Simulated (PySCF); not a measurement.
An unknown is described by computed data only.

Elements present: C, H and S. Monoisotopic mass: 98.0190 u.

| Property | Result |
| --- | --- |
| Rotational structure | rotational constants A, B, C: 7.063, 2.474, 1.853 GHz [GFN2-xTB] |
| NMR, other nuclei | isotropic shieldings of nuclei other than C and H, by class: 287 (1 S) ppm [GIAO PBE0/pcSseg-1] |
| 1H NMR | chemical shifts (computed TMS as zero) by class: 7.15 (1 H), 7.06 (1 H), 6.78 (1 H), 2.50 (3 H) ppm [GIAO PBE0/pcSseg-1] |
| 13C NMR | chemical shifts (computed TMS as zero) by class: 141.9 (1 C), 134.9 (1 C), 132.7 (1 C), 128.6 (1 C), 18.1 (1 C) ppm [GIAO PBE0/pcSseg-1] |
| Dipole | 0.95 D [PBE0/pcSseg-1] |

Electronic properties: PySCF, gas phase, density fitting. Levels stand in brackets. Geometry: GFN2-xTB; no solvent, vibrations or thermal averaging. NMR classes are plain means over equivalent atoms (diastereotopic ones count apart unless rotation or inversion swaps them), as if these changed places fast.

Task: Which formula fits the mass and the elements?

Result: C5H6S (calculated 98.0190). No other formula that holds each of these elements comes within 0.0003 u with a fitting electron parity and a possible valence count.

Task: What is the compound? Reason from the data.

Result: Numbering: `[CH3:1][c:2]1[cH:3][cH:4][s:5][cH:6]1`. Its formula, C5H6S, gives 3 degrees of unsaturation: 1 ring and 2 π bonds in the structure found (Kekulé form). 5 carbons fall into 5 classes; from least to most shielded: substituted aromatic carbon [C2] (141.9 ppm), aromatic CH next to a ring sulfur [C4] (134.9 ppm), aromatic CH carbon [C3] (132.7 ppm), aromatic CH next to a ring sulfur [C6] (128.6 ppm), benzylic-type carbon [C1] (18.1 ppm). Hydrogen classes from least to most shielded: 1 H on an aromatic CH next to a ring sulfur, C4 (7.15 ppm), 1 H on an aromatic CH carbon, C3 (7.06 ppm), 1 H on an aromatic CH next to a ring sulfur, C6 (6.78 ppm), 3 H on a benzylic-type carbon, C1 (2.50 ppm). The other shieldings belong to: 287 ppm, thiophene-type sulfur [S5]. The optimised geometry has point group Cs and is an asymmetric top. Structure: `CC1=CSC=C1`. Computed isomers that give other values at the same levels: `Cc1cccs1` (13C chemical shifts (computed TMS as zero) by class: 151.1 (1 C), 132.9 (1 C), 130.5 (1 C), 129.3 (1 C), 18.4 (1 C) ppm). The assignments are read from this structure; whether some other isomer fits the data as well wasn't checked.
